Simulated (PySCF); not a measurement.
Basis-set dependence of population analyses: `C[C@@H]1CC=NC1`

Species: C₅H₉N.
Geometry (PBE0-D3(BJ)/def2-SVP, Å), atoms numbered from 1 in this order:
```
atom  x, y, z in Å
C1     1.5592   -0.1213   -0.7620
C2     0.5005    0.1296    0.3040
C3    -0.5783   -0.9673    0.3058
C4    -1.6770   -0.3046   -0.4813
N5    -1.5627    0.9475   -0.6582
C6    -0.3358    1.3909   -0.0109
H7     1.0964   -0.2010   -1.7596
H8     2.1108   -1.0549   -0.5706
H9     2.2909    0.7008   -0.7986
H10    0.9882    0.2133    1.2875
H11   -0.2424   -1.9187   -0.1386
H12   -0.9435   -1.2058    1.3214
H13   -2.5521   -0.8475   -0.8652
H14    0.1982    2.1062   -0.6585
H15   -0.6135    1.9486    0.9017
```

PBE0 throughout (PySCF), one geometry, spherical d and f functions. One conformer (not necessarily the lowest) at the PBE0-D3(BJ)/def2-SVP geometry, without solvent, vibrations or thermal averaging. Atoms taken as equivalent share a column and are averaged. The first 7 of 13 kinds of atom are listed.

Mulliken charges (e):

```
        basis  functions      C1      C2      C3      C4      N5      C6  H7/H8/H9
       STO-3G         39  -0.231  -0.061  -0.162  +0.013  -0.230  -0.085    +0.078
        6-31G         72  -0.484  -0.208  -0.380  +0.020  -0.319  -0.231    +0.168
       6-31G*        102  -0.531  -0.169  -0.400  +0.034  -0.320  -0.220    +0.177
     def2-SVP        129  -0.020  -0.271  -0.010  -0.009  -0.236  +0.139    +0.044
6-311+G(2d,p)        216  -0.651  +0.307  -0.395  +0.047  -0.233  -0.278    +0.153
    def2-TZVP        240  -0.450  -0.009  -0.157  -0.132  -0.181  -0.107    +0.129
```

IAO charges (e):

```tsv
basis	functions	C1	C2	C3	C4	N5	C6	H7/H8/H9
STO-3G	39	-0.392	-0.134	-0.285	-0.045	-0.180	-0.199	+0.133
6-31G	72	-0.430	-0.122	-0.315	-0.013	-0.259	-0.192	+0.143
6-31G*	102	-0.410	-0.116	-0.300	+0.015	-0.277	-0.161	+0.136
def2-SVP	129	-0.398	-0.115	-0.296	+0.014	-0.272	-0.156	+0.132
6-311+G(2d,p)	216	-0.422	-0.118	-0.309	+0.016	-0.291	-0.164	+0.140
def2-TZVP	240	-0.423	-0.118	-0.309	+0.016	-0.288	-0.164	+0.140
```

Hirshfeld charges (e):

```json
{"basis": "STO-3G", "functions": "39", "C1": "-0.043", "C2": "+0.009", "C3": "-0.022", "C4": "+0.034", "N5": "-0.182", "C6": "+0.032", "H7/H8/H9": "+0.015"}
{"basis": "6-31G", "functions": "72", "C1": "-0.103", "C2": "-0.014", "C3": "-0.064", "C4": "+0.032", "N5": "-0.187", "C6": "-0.018", "H7/H8/H9": "+0.034"}
{"basis": "6-31G*", "functions": "102", "C1": "-0.103", "C2": "-0.015", "C3": "-0.063", "C4": "+0.037", "N5": "-0.185", "C6": "-0.019", "H7/H8/H9": "+0.034"}
{"basis": "def2-SVP", "functions": "129", "C1": "-0.115", "C2": "-0.020", "C3": "-0.073", "C4": "+0.039", "N5": "-0.166", "C6": "-0.028", "H7/H8/H9": "+0.037"}
{"basis": "6-311+G(2d,p)", "functions": "216", "C1": "-0.116", "C2": "-0.033", "C3": "-0.077", "C4": "+0.034", "N5": "-0.179", "C6": "-0.037", "H7/H8/H9": "+0.041"}
{"basis": "def2-TZVP", "functions": "240", "C1": "-0.119", "C2": "-0.030", "C3": "-0.079", "C4": "+0.035", "N5": "-0.174", "C6": "-0.037", "H7/H8/H9": "+0.041"}
```

ESP-fitted charges (e):

```csv
basis,functions,C1,C2,C3,C4,N5,C6,H7/H8/H9
STO-3G,39,-0.509,+0.279,-0.237,+0.291,-0.432,-0.086,+0.134
6-31G,72,-0.454,+0.213,-0.191,+0.312,-0.580,+0.048,+0.121
6-31G*,102,-0.478,+0.230,-0.199,+0.272,-0.510,+0.021,+0.125
def2-SVP,129,-0.414,+0.217,-0.160,+0.278,-0.520,+0.055,+0.108
"6-311+G(2d,p)",216,-0.502,+0.277,-0.181,+0.275,-0.546,+0.033,+0.128
def2-TZVP,240,-0.497,+0.282,-0.186,+0.274,-0.530,+0.025,+0.126
```

Some averages cover members that differ in this geometry, most widely: H7/H8/H9, ESP-fitted in STO-3G +0.115 to +0.159; H7/H8/H9, ESP-fitted in 6-31G +0.102 to +0.145; H7/H8/H9, ESP-fitted in 6-311+G(2d,p) +0.109 to +0.151; H7/H8/H9, ESP-fitted in def2-TZVP +0.108 to +0.149 e.

Question: Which scheme is steadiest as the basis changes?

Answer: Largest range over the bases for any column: Hirshfeld 0.08 e, IAO 0.11 e, ESP-fitted 0.15 e, Mulliken 0.63 e. Hirshfeld charges move least and Mulliken charges most, counted in e. Without the minimal STO-3G basis the ranges are Hirshfeld 0.02, IAO 0.04, ESP-fitted 0.09, Mulliken 0.63 e.

Question: How much do the charges still move between the two largest bases, 6-311+G(2d,p) and def2-TZVP?

Answer: At most, over all atoms: Mulliken 0.316 e, IAO 0.003 e, Hirshfeld 0.005 e, ESP-fitted 0.016 e.

Question: What do the same runs give for the total energy, the frontier levels and the dipole moment?

Answer: 
```json
{"basis": "STO-3G", "energy (Eh)": "-247.3551", "HOMO (eV)": "-4.84", "LUMO (eV)": "3.14", "μ (D)": "1.92"}
{"basis": "6-31G", "energy (Eh)": "-250.3085", "HOMO (eV)": "-6.94", "LUMO (eV)": "0.40", "μ (D)": "2.41"}
{"basis": "6-31G*", "energy (Eh)": "-250.3813", "HOMO (eV)": "-7.10", "LUMO (eV)": "0.46", "μ (D)": "2.14"}
{"basis": "def2-SVP", "energy (Eh)": "-250.2040", "HOMO (eV)": "-7.21", "LUMO (eV)": "0.26", "μ (D)": "2.13"}
{"basis": "6-311+G(2d,p)", "energy (Eh)": "-250.4540", "HOMO (eV)": "-7.40", "LUMO (eV)": "-0.02", "μ (D)": "2.30"}
{"basis": "def2-TZVP", "energy (Eh)": "-250.4722", "HOMO (eV)": "-7.35", "LUMO (eV)": "0.07", "μ (D)": "2.22"}
```

The dipole is fixed by the density alone, so its range of 0.49 D shows that the density itself changes with the basis, not only its division among atoms.
